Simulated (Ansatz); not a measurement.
# Na3HfZr: from a trial structure to a relaxed crystal

Method: DFT PBE, scalar-relativistic, plane waves, PAW (Ansatz 0.2.0). Cutoff 420 eV, Γ-centred k mesh, Gaussian smearing, no spin polarisation in the final step.

The start puts Na3HfZr on the hexagonal perovskite (2H) structure type (P6_3/mmc, No. 194), with Hf in place of Ba, Zr in place of Ni, Na in place of O, at a guessed volume.

```yaml
crystal:
  lattice:
    - [6.45597, 0.00000, 0.00000]
    - [-3.22798, 5.59103, 0.00000]
    - [0.00000, 0.00000, 5.51567]
  atoms:
    - { symbol: Na, position: [0.14600, 0.29200, 0.25000] }
    - { symbol: Na, position: [0.85400, 0.14600, 0.75000] }
    - { symbol: Na, position: [0.85400, 0.70800, 0.75000] }
    - { symbol: Na, position: [0.14600, 0.85400, 0.25000] }
    - { symbol: Na, position: [0.70800, 0.85400, 0.25000] }
    - { symbol: Na, position: [0.29200, 0.14600, 0.75000] }
    - { symbol: Zr, position: [0.00000, 0.00000, 0.50000] }
    - { symbol: Zr, position: [0.00000, 0.00000, 0.00000] }
    - { symbol: Hf, position: [0.33333, 0.66667, 0.75000] }
    - { symbol: Hf, position: [0.66667, 0.33333, 0.25000] }
```

Steps on the 3×3×4 mesh (10 atoms). 9 of 9 steps are shown, and the free energy counts from the last. Trial steps that were taken back and renewals of the plane-wave basis can be among the rows.

```csv
step,ΔF (meV/atom),V (Å³/atom),P (GPa),largest force component (eV/Å)
1,1973.9,19.91,33.33,8.832
2,972.4,20.93,19.64,5.342
3,349.6,22.46,9.87,2.842
4,65.3,23.85,4.44,0.920
5,9.1,25.70,1.08,0.078
6,5.1,26.44,0.22,0.016
7,3.9,26.77,-0.02,0.041
8,3.6,26.88,0.00,0.020
9,0.0,26.88,0.31,0.020
```

A final relaxation ran on a 6×6×6 mesh. The relaxed crystal, P6_3/mmc (No. 194):

```
Na Zr Hf
1.0
     7.25565    0.00000    0.00000
    -3.62782    6.28358    0.00000
     0.00000    0.00000    5.99533
Na Zr Hf
6 2 2
Cartesian
  0.0000 2.5867 1.4988
  5.0155 1.2934 4.4965
  3.6278 3.6969 4.4965
  -1.3877 4.9902 1.4988
  1.3877 4.9902 1.4988
  2.2402 1.2934 4.4965
  0.0000 0.0000 2.9977
  0.0000 0.0000 0.0000
  0.0000 4.1891 4.4965
  3.6278 2.0945 1.4988
```

```yaml
Volume_per_atom: 27.33 Å³
Density: 4.12 g/cm³
Energy_over_the_elements: 1.25 eV/atom
Gap_on_the_6×6×6_mesh: 0 eV (a metal)
```

Formation energies are uncorrected and refer to the elements' standard structures at the same level.

The final run used a 6×6×6 mesh on its 10-atom cell and 0.10 eV smearing. For metals, differences of a few meV/atom aren't resolved. Spin–orbit coupling is left out.

Symmetry constrained the relaxation, so the result can be a saddle point.

Cost: 3 runs of about 5.1 core-minutes in all, on Arm Neoverse V1 (shared hosts).